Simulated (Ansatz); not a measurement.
```yaml
crystal:
  periodic: [false, false, false]
  atoms:
    - {symbol: O, position_ang: [-1.662396, -0.032664, -0.009010]}
    - {symbol: O, position_ang: [-0.445386, 0.425375, -0.000771]}
    - {symbol: P, position_ang: [1.036752, -0.236960, 0.004645]}
    - {symbol: H, position_ang: [1.598424, 1.048100, 0.012511]}
basis:
  gaussian: {orbitals: def2-TZVP}
magnetization: {spin_polarized: true, initial_magnetization: 2}
hamiltonian: {xc: pbe0}
relax: {f_tol: 0.004, max_steps: 80}
```

```sh
$ ansatz run in.yaml --threads 1 --pin off --events-out ev --progress --plain --max-ram 2176MiB
```

Steps of the relaxation (energy above the last step; positions in Å, forces in eV/Å):

```
4
step 1, 494.0 meV
O    -1.662   -0.033   -0.009    0.122   -0.367   -0.001
O    -0.445    0.425   -0.001   -1.121    1.124   -0.002
P     1.037   -0.237    0.005    0.806   -1.124    0.000
H     1.598    1.048    0.013    0.193    0.366    0.002
```

```
4
step 2, 458.2 meV
O    -1.663   -0.047   -0.009    0.081   -0.346   -0.001
O    -0.457    0.442   -0.001   -0.703    0.944    0.000
P     1.033   -0.240    0.005    0.568   -0.733    0.000
H     1.615    1.049    0.013    0.054    0.135    0.001
```

```
4
step 3, 175.0 meV
O    -1.633   -0.112   -0.009    0.564   -0.709    0.000
O    -0.487    0.540   -0.001   -0.790    1.583    0.002
P     1.007   -0.256    0.004    0.309   -0.621   -0.001
H     1.641    1.032    0.013   -0.083   -0.253   -0.001
```

```
4
step 6, 5.3 meV
O    -1.523   -0.207   -0.009   -0.118    0.039    0.000
O    -0.534    0.677    0.000   -0.041   -0.194   -0.001
P     0.918   -0.244    0.004    0.055    0.290    0.001
H     1.666    0.977    0.013    0.104   -0.136    0.000
```

```
4
step 7, 0.2 meV
O    -1.538   -0.209   -0.009   -0.074   -0.074   -0.001
O    -0.548    0.667    0.000    0.082    0.082    0.001
P     0.922   -0.230    0.004    0.014    0.010    0.000
H     1.691    0.975    0.013   -0.022   -0.019    0.000
```

```
4
step 10, 0.0 meV
O    -1.538   -0.210   -0.009    0.000    0.000    0.000
O    -0.546    0.669    0.000    0.000    0.000    0.000
P     0.922   -0.230    0.004    0.000    0.000    0.000
H     1.689    0.974    0.013    0.000    0.000    0.000
```

Close pairs at the end: O1–O2 1.325 Å, P3–H4 1.428 Å, O2–P3 1.721 Å.

A stationary point of unrestricted PBE0 after 10 steps, with ⟨S²⟩ = 2.012 against 2.00 for a pure state; no frequencies were run, so it isn't proven a minimum. 62 s on 1 thread of Intel Xeon 6975P-C, shared host.
